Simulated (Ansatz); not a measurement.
Species: CN (charge 0, doublet). 
Geometry from a B3LYP-D3(BJ)/def2-TZVP (Ansatz, a first-principles code) optimisation:
```
C
N 1 1.1622
```
Charge 0, spin multiplicity 2.

Property: atomisation energy (electronic, to ground-state atoms), in eV. Cores are frozen in the correlated levels unless marked. UHF or UKS for open shells. No spin-orbit coupling. Non-relativistic. The coupled-cluster limit lacks core correlation, which all-electron functionals hold. Basis-set limits of correlation are two-point, X^-3; Hartree-Fock from the larger set (for Q and 5 zeta extrapolated as (X+1)exp(-9√X)).

```csv
level,program,atomisation energy (eV)
HF/def2-SVPD,Ansatz,4.05
HF/cc-pwCVTZ,Ansatz,3.91
```

Q: Estimate the value at CCSD(T)/CBS(cc-pVQZ,cc-pV5Z) as computed with Ansatz.

A: 7.72 eV, so HF/cc-pwCVTZ differs from it by -3.81 eV.
